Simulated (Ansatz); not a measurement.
Basis-set extrapolation for C4H9F, SMILES `CCC(C)F` (PBE0-D4/def2-TZVP geometry, frozen core, the Gaussian-basis code of Ansatz). Multiplicity 1, RHF reference.

|  | def2-TZVPP | def2-QZVPP |
| --- | --- | --- |
| HF | -256.261563 | -256.273388 |
| MP2 correlation | -0.952596 | -1.021232 |
| CCSD(T) correlation | -1.035974 | not run |

Energies in hartree. Use E(X) = E(∞) + A·exp(−7.88·√X) for Hartree–Fock and E(X) = E(∞) + B·X^(−2.97) for correlation, with X = 3 and 4, and add CCSD(T) minus MP2 of the smaller set to the MP2 limit.

Task: What is the CCSD(T) energy at the basis-set limit?

Result: HF limit: -256.273388 + (-0.011825) × 0.13774 = -256.27502. MP2 limit: -1.021232 + (-0.068636) × 0.74074 = -1.07207. Higher-order term: -1.035974 − (-0.952596) = -0.08338. Total: -257.43047 hartree, 3.62 eV below CCSD(T)/def2-TZVPP.
